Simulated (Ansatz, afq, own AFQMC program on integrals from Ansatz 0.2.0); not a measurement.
AFQMC on a folder of integrals that Ansatz 0.2.0 wrote.

```yaml
crystal:
  periodic: [false, false, false]
  atoms:
    - {symbol: B, position_ang: [0.000000, 0.000000, 0.758542]}
    - {symbol: O, position_ang: [0.000000, 0.000000, -0.694310]}
    - {symbol: H, position_ang: [0.000000, 1.191007, 1.442519]}
    - {symbol: H, position_ang: [0.000000, -1.191007, 1.442519]}
basis:
  gaussian: {orbitals: cc-pVDZ}
magnetization: {spin_polarized: true, initial_magnetization: 1}
correlation: {method: ccsd_t, electrons: outside_noble_gas, hamiltonian_folder: ham}
```

```sh
$ ansatz run in.yaml --threads 1 --pin off --events-out ev --progress --plain --max-ram 1382MiB
```

Options of the walk:

```
--method free --trial cisd --walkers 60 --time-step 0.03 --max-blocks 80 --target-error 0.0004 --factor-cut 1e-05 --seed 4670 --times 0,0.21,0.42,0.81,1.2,1.8,2.4,3 --taylor-order 8
```

Times are imaginary, in 1/Eh. The walk had a cap of 1172 s.

```
orbitals 36  electrons 6 5  factors 270 of 344
reference energy -100.67406070 Eh
CCSD correlation -0.26617624 Eh in 15 cycles, weight of the determinant in the CISD state 0.8712
repeat  energy at the last time / Eh  error
    10  -100.952523  0.002356
    20  -100.949888  0.002525
    30  -100.950540  0.001969
    40  -100.950210  0.001511
    50  -100.949862  0.001222
    60  -100.949507  0.001063
    70  -100.949690  0.000935
    80  -100.949618  0.000855
time / (1/Eh)  energy / Eh  error  mean overlap
  0.00  -100.939976  0.000273  1.1475
  0.21  -100.944406  0.000298  1.1487
  0.42  -100.946767  0.000330  1.1480
  0.81  -100.947846  0.000406  1.1684
  1.20  -100.948667  0.000438  1.1671
  1.80  -100.948992  0.000518  1.1686
  2.40  -100.949346  0.000595  1.1523
  3.00  -100.949618  0.000855  1.1513
energy -100.949618 +/- 0.000855 Eh
```

**Question.** Estimate how long the walk took on 1 thread of Intel(R) Xeon(R) 6975P-C (Granite Rapids), with other jobs on the host.

**Answer.** 3.1 min of wall time.

The run passed its tests (error under three times the target), which doesn't prove that it has relaxed.

Against this walk (error 23.3 meV) on the same determinant: CCSD(T) 58.6 meV higher, CCSDT(Q) 0.7 meV lower (within the noise). The error is statistical, and a free projection of finite length keeps a remainder of its start.

Cautions: remainder of the start not in the error; error above the target (23.3 against 10.9 meV).

CCSDT and higher add their correlation energy to the determinant of the CCSD(T) run, since their own runs factorise the integrals more tightly (a shift of under 2 meV). A walk keeps the symmetry of its determinant, which the program's search chose and which needn't be the lowest solution, so a lower state of the same spin and another symmetry isn't excluded.
